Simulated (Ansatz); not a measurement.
**AlNH+ (triplet): from Hartree-Fock to the top rungs, cc-pVDZ**

How much of the correlation energy of AlNH+ (triplet) does each wave-function method recover here?

Computed with Ansatz 0.2.0, Gaussian basis. Level: cc-pVDZ, core rule «outside noble gas», up to 6 orbitals frozen.

Plan: UHF; CCSD(T) on ROHF; CCSD(T) on UHF; BCCD(T) on ROHF; CISD; CCSDT(Q) on ROHF; CCSDT(Q) on UHF; CISDTQ; CCSDTQ on ROHF; CCSDTQ on UHF.

12 further runs of the same task are left out: 6 for a known fault of the program, 1 that didn't finish, 5 set aside as unsound or not needed.

### 1 The geometry

The geometry is a PBE0/def2-TZVP stationary point (not a proven minimum) of the parent state, kept for this charge and spin.

3 atoms, charge 1, spin multiplicity 3.

Atoms are counted from 1 here; the program's logs count them from 0.

Bond lengths: Al1–N2 1.733 Å, Al1–H3 1.580 Å. Angles: N2–Al1–H3 180.0°.

As a file:

```xyz
3
charge 1, multiplicity 3
Al    0.0000    0.0000    0.0508
N     0.0000    0.0000   -1.6818
H     0.0000    0.0000    1.6309
```

### 2 UHF

in.yaml

```yaml
crystal:
  periodic: [false, false, false]
  atoms:
    - {symbol: Al, position_ang: [0.000000, 0.000000, 0.050833]}
    - {symbol: N, position_ang: [0.000000, 0.000000, -1.681761]}
    - {symbol: H, position_ang: [0.000000, 0.000000, 1.630928]}
basis:
  gaussian: {orbitals: cc-pVDZ}
total_charge: 1
magnetization: {spin_polarized: true, initial_magnetization: 2}
hamiltonian: {xc: hf}
output: {orbitals: {seedname: orbitals}}
```

The run is started by

```console
ansatz run in.yaml --threads 1 --pin off --events-out ev --progress --plain --max-ram 4096MiB --backend cpu
```

Further steps of the session: CCSD(T) on ROHF; CCSD(T) on UHF; BCCD(T) on ROHF; CISD; CCSDT(Q) on ROHF; CCSDT(Q) on UHF; CISDTQ; CCSDTQ on ROHF; CCSDTQ on UHF.

Before running them: what should the planned runs give, taken together? Wanted: UCCSDTQ below the RHF energy; RMP2 from UCCSDTQ; UMP2 from UCCSDTQ; RCCSD from UCCSDTQ; RCCSD(T) from UCCSDTQ; UCCSD(T) from UCCSDTQ; RCCSDT(Q) from UCCSDTQ; UCCSDT(Q) from UCCSDTQ; T1 diagnostic.

**Answer**, as computed:

| quantity | value |
| --- | --- |
| UCCSDTQ below the RHF energy | -4.7309 eV |
| RMP2 from UCCSDTQ | +20.21 kcal/mol |
| UMP2 from UCCSDTQ | +20.23 kcal/mol |
| RCCSD from UCCSDTQ | +2.98 kcal/mol |
| RCCSD(T) from UCCSDTQ | +0.76 kcal/mol |
| UCCSD(T) from UCCSDTQ | +0.74 kcal/mol |
| RCCSDT(Q) from UCCSDTQ | +0.05 kcal/mol |
| UCCSDT(Q) from UCCSDTQ | +0.01 kcal/mol |
| levels within 1 kcal/mol (43 meV) | RCCSD(T), UCCSD(T), BCCD(T), RCCSDT, UCCSDT, CISDTQ, RCCSDT(Q), UCCSDT(Q), RCCSDTQ |
| T1 diagnostic | 0.023 |

RCCSD(T) lands +0.76 kcal/mol from the yardstick (0.7 % of the correlation energy). These misses are within one basis, not against nature; the frozen cores of restricted and unrestricted runs differ, which can shift their rows.
